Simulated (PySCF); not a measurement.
Can point charges reproduce the dipole moment of `CBC` (BMe2H)?

Coordinates (PBE0-D3(BJ)/def2-SVP, Å) and charges (e) from the PBE0/pcSseg-1 density (PySCF):

| atom | x | y | z | Mulliken | IAO | Hirshfeld | ESP-fitted |
| --- | --- | --- | --- | --- | --- | --- | --- |
| B1 | -0.284 | -0.485 | -0.019 | +0.2623 | +0.2182 | +0.1857 | +0.6868 |
| C2 | 1.277 | -0.552 | -0.003 | -0.5246 | -0.5698 | -0.1924 | -0.6655 |
| H3 | 1.539 | -0.815 | 1.043 | +0.1358 | +0.1711 | +0.0542 | +0.1519 |
| H4 | 1.791 | 0.393 | -0.233 | +0.1221 | +0.1401 | +0.0373 | +0.1448 |
| H5 | 1.691 | -1.368 | -0.615 | +0.1336 | +0.1547 | +0.0434 | +0.1386 |
| C6 | -1.102 | 0.847 | 0.008 | -0.5247 | -0.5700 | -0.1925 | -0.6603 |
| H7 | -1.484 | 0.975 | -1.025 | +0.1359 | +0.1705 | +0.0537 | +0.1493 |
| H8 | -0.525 | 1.750 | 0.256 | +0.1215 | +0.1392 | +0.0369 | +0.1426 |
| H9 | -2.003 | 0.789 | 0.638 | +0.1338 | +0.1558 | +0.0440 | +0.1386 |
| H10 | -0.902 | -1.533 | -0.050 | +0.0043 | -0.0098 | -0.0704 | -0.2268 |

Q: What dipole does each set of charges give (1 e·Å = 4.803 D), and what does the density give?

A: The full density gives (0.19, 0.34, 0.02) D, 0.39 D in size; dipole vectors point from the negative to the positive end.

| scheme | μx | μy | μz | size (D) | share of the full size (%) | angle to the full dipole (°) |
| --- | --- | --- | --- | --- | --- | --- |
| Mulliken | -0.24 | -0.40 | 0.00 | 0.47 | 120 | 176 |
| IAO | -0.07 | -0.11 | 0.02 | 0.13 | 34 | 167 |
| Hirshfeld | 0.06 | 0.11 | 0.01 | 0.13 | 34 | 2 |
| ESP-fitted | 0.19 | 0.34 | 0.03 | 0.39 | 101 | 1 |

Q: Which set comes closest?

A: Length of the difference vector: ESP-fitted 0.01 D, Hirshfeld 0.26 D, IAO 0.52 D, Mulliken 0.86 D. Closest: ESP-fitted. 

Q: What is left for the Hirshfeld atoms' own dipoles?

A: The Hirshfeld atoms' densities add up to the full density, so μ = Σ q r + Σ (atomic dipoles). The atomic dipoles sum to (0.19, 0.34, 0.02) − (0.06, 0.11, 0.01) = (0.13, 0.23, 0.01) D, 0.26 D in size.

Q: With the origin at the mean of the coordinates, (0.000, 0.000, 0.000) Å, which are the largest single terms, by size, of the Mulliken dipole along the direction of the full one?

A: H8 +0.74, H4 +0.71, B1 -0.71, C6 -0.47, C2 -0.39 D; all 10 atoms together -0.47 D. The single terms depend on the origin, their sum doesn't.

Q: Give the size of the full dipole in other units.

A: 0.39 D = 0.153 au = 0.081 e·Å = 1.30 × 10⁻³⁰ C·m.

Geometry: PBE0-D3(BJ)/def2-SVP; no solvent, vibrations or thermal averaging.
